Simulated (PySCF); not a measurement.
# C3H4FP: the cost of one run

Computed with PySCF 2.14.0 and routines of our own; the level stands in each step. Atoms count from 0.

## 1. The system as given

9 atoms, charge 0, multiplicity 1; geometry from: GFN2-xTB.

## 2. Optimising the geometry at PBE0-D3(BJ)/def2-SVP

What the job is given:

```
{"job": {"xc": "PBE0", "basis": "def2-SVP", "d3": "d3bj", "grid": 1, "kind": "geom"}, "charge": 0, "multiplicity": 1}
C     -1.555957    -0.152419     0.045803
C     -0.273286    -0.211408    -0.315317
C      0.800298     0.357329     0.450146
F      0.426174     0.977987     1.592124
P      2.459281     0.352149     0.114385
H     -1.861962     0.337327     0.954899
H     -2.331809    -0.591413    -0.555970
H      0.027882    -0.704940    -1.229428
H      2.322941    -0.358620    -1.081822
```

Launch:

```console
> OMP_NUM_THREADS=1 python excited_run.py task.json out
```

This one command runs all jobs of the session in turn.

Q: Estimate the wall time and peak memory of this first job on 1 thread of Arm Neoverse N1, shared host.

About 30 s, with a peak of 0.51 GiB.
